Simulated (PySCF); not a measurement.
SiO at TPSS

Computed with TPSS; PySCF, no relativity, basis sets Si def2-SVP, O def2-SVP.

* state: ¹Σ⁺ (singlet), closed shell
* bond length: 0.1541 nm
* harmonic wavenumber: 1197 cm⁻¹
* force constant: 8.59 mdyn/Å
* rotational constant Be: 0.6977 cm⁻¹
* anharmonicity ωexe: 5.08 cm⁻¹
* vibration–rotation constant αe: 0.00451 cm⁻¹
* well depth De to Si + O: 7.86 eV
* dissociation energy D0: 7.78 eV
* HOMO–LUMO gap: 4.84 eV
* bond order (Mayer): 2.33
* dipole moment (positive dipole means Si(−)O(+)): -2.42 D
